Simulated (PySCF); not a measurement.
Atom-mapped SMILES (the numbers label the heavy atoms): `[CH3:1][N:2]([CH3:3])[P:4]([CH3:5])[CH3:6]` (H(Xn): hydrogen on atom n).

Geometry: PBE0-D3(BJ)/def2-SVP; GIAO absolute shieldings from PySCF 2.14, gas phase, non-relativistic, averaged over equivalent atoms.

At B97-D/pcSseg-1 (169 basis functions, 29 s wall time on 1 thread of an Arm Neoverse V1, shared host):
| atoms | σ (ppm) |
| --- | --- |
| C1/C3 | 137.0 |
| C5/C6 | 158.9 |
| N2 | 210.2 |
| P4 | 252.8 |
| H(C1)/H(C3) | 29.14 |
| H(C5)/H(C6) | 30.29 |

Predict the values at KT2/pcSseg-1 on the same geometry.

Results:


| atoms | σ at KT2/pcSseg-1 | change |
| --- | --- | --- |
| C1/C3 | 141.0 | +4.0 |
| C5/C6 | 163.6 | +4.7 |
| N2 | 212.0 | +1.8 |
| P4 | 282.1 | +29.3 |
| H(C1)/H(C3) | 28.92 | -0.22 |
| H(C5)/H(C6) | 30.11 | -0.18 |

The largest change is at P4 (phosphorus bonded to 2 C, N). Cost: 169 basis functions, 30 s wall time on 1 thread of an Arm Neoverse V1, shared host.
